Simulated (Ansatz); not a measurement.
System: Si3N4 (P31c, No. 159). Method: r²SCAN (Ansatz, a first-principles code, PAW).

Settings: plane-wave cutoff 600 eV, 6×6×6 k mesh, scalar-relativistic PAW data made under PBE.

Computed at the level's own relaxed cell.

Hill averages of the elastic tensor: K = 239.9 GPa, G = 145.1 GPa. Volume 10.445 Å³/atom, mean atomic mass 20.040 u.

Task: Work out the density, the sound velocities of a polycrystal and the elastic Debye temperature at this level.

Result: ρ = 1.66054 × 20.040/10.445 = 3.186 g/cm³. v_l = √[(K + 4G/3)/ρ] = 11.663 km/s and v_t = √(G/ρ) = 6.749 km/s. The mean follows from 3/v_m³ = 1/v_l³ + 2/v_t³: v_m = 7.491 km/s. Θ_D = (ħ/k_B) v_m (6π²/V)^(1/3) = 76.38 K Å s/km × 7.491 × 1.7831 Å⁻¹ = 1020 K, counting all atoms of the cell.

Note: the relaxation could not lower the start's symmetry, so the cell can be a saddle point above a distorted one.
